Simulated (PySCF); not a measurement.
Identify the unknown among the candidates.

All candidates are C3H5N.

| technique | computed result |
| --- | --- |
| Dipole | 4.00 D [PBE0/def2-SVPD] |
| XPS | C1s 291.4, C1s 291.9, C1s 293.1, N1s 406.4 eV [ΔSCF SCAN, pcX-2 on the ionised atom, pcseg-1 elsewhere, spin-free X2C] |
| UV, first state | lowest singlet excitation: 7.87 eV (158 nm, f = 0.028) [TDDFT PBE0/def2-SVPD] |
| Polarisability | 41.8 au [PBE0/def2-SVPD] |
| Triplet | lowest triplet excitation (Tamm–Dancoff): 5.77 eV [TDA PBE0/def2-SVPD] |
| Rotational structure | rotational constants A, B, C: 27.854, 5.237, 4.666 GHz [GFN2-xTB] |
| UV, strongest line | among the 8 lowest singlet transitions: S3 at 8.07 eV (154 nm, f = 0.065) [TDDFT PBE0/def2-SVPD] |

Gas-phase values; electronic properties from PySCF, density fitting. Levels stand in brackets. Isolated species at its GFN2-xTB geometry, gas phase.

Question: Which candidate is it?
A. `[H]/N=C\C=C`
B. `C1=NCC1`
C. `[C-]#[N+]CC`

Answer: C. It is `[C-]#[N+]CC`. Numbering: `[C-:1]#[N+:2][CH2:3][CH3:4]`. The core levels belong to: C1s 291.4 eV, methyl carbon [C4]; C1s 291.9 eV, isocyanide carbon [C1]; C1s 293.1 eV, sp3 carbon bound to nitrogen [C3]; N1s 406.4 eV, isocyanide nitrogen [N2]. The hole state at 291.9 eV has ⟨S²⟩ = 0.85 against 0.75, so that value is less sure. The optimised geometry has point group Cs and is an asymmetric top.

The others, at the same levels:
- `[H]/N=C\C=C` fails: its computed lowest singlet excitation is 4.46 eV (278 nm, f = 0.003) (against 7.87 eV), lowest triplet excitation (Tamm–Dancoff) is 3.54 eV (against 5.77 eV) and strongest line among the 8 lowest singlet transitions is S2 at 6.39 eV (194 nm, f = 0.565) (against S3 at 8.07 eV).
- `C1=NCC1` fails: its computed core binding energies are C1s 291.1, C1s 291.4, C1s 291.7, N1s 404.6 eV, lowest singlet excitation is 5.17 eV (240 nm, f = 0.001) (against 7.87 eV) and lowest triplet excitation (Tamm–Dancoff) is 4.26 eV (against 5.77 eV).

Each candidate is one conformer, not necessarily the lowest. Dipoles, sizes and rotational constants follow the conformer. The torsions of the flexible species, by atom-mapped SMILES:
- `[H]/[N:4]=[CH:3]\[CH:2]=[CH2:1]`: C1–C2–C3–N4 180°
